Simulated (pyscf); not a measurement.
Structures and frequencies: ωB97X-D3(BJ)/def2-SVP in PySCF.

Task: Estimate by transition-state theory the rate constant of H₃C–O–Si(OH)(OH)–O–CH₃ + silanol (HO–SiH₃) → methane (CH₄) + H₃C–O–Si(OH)(OH)–O–SiH₂–OH (singlet surface; C–O, H–Si broken, C–H, O–Si formed) at 1200 K, with ωB97M-D3(BJ)/def2-TZVP energies (ideal gas, 1 atm, RRHO with modes under 100 cm⁻¹ raised to 100, one conformer, R ln 2 for chiral ones without a mode under 150 cm⁻¹; no tunnelling).

Result: The electronic barrier is 59.9 kcal/mol and the thermal terms add +54.0, so ΔG‡ = 113.8 kcal/mol. With k_BT/h = 2.50e+13 s⁻¹ and RT = 2.385 kcal/mol, and a volume of 1.64e-19 cm³ per molecule at 1 atm, k = 7.6e-27 cm³ molecule⁻¹ s⁻¹. Wigner's tunnelling factor for 1133i cm⁻¹ would be 1.08. A shift of 1 kcal/mol in the barrier changes k by a factor 1.5. On the reactant side the descent ends in a bound adduct (not fully relaxed), 8.1 kcal/mol under the separated species and 68.5 kcal/mol under the saddle at ωB97X-D3(BJ)/def2-TZVP. H₃C–O–Si(OH)(OH)–O–CH₃ lies 15.9 kcal/mol over its isomer H₃C–CH₂–O–Si(OH)(OH)–OH (electronic energy, ωB97M-D3(BJ)/def2-TZVP). One saddle was located; it need not be the lowest between these sides.
